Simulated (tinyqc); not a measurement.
Worked calculation: RKS/PBE0 in the sto-3g basis, for HF, spin multiplicity 1. One step of it, computed by the program tinyqc.

Question. Iteration 2: DIIS coefficients. Solve [B -1; -1 0][c; lambda] = [0; -1] for the coefficients, which sum to one.

B (overlaps of the stored error matrices):
```
[[2.5750132e-02, -4.5164813e-04],
 [-4.5164813e-04, 2.0936146e-01]]
```

Give: DIIS coefficients.

Answer.

DIIS coefficients: [0.8890, 0.1110]
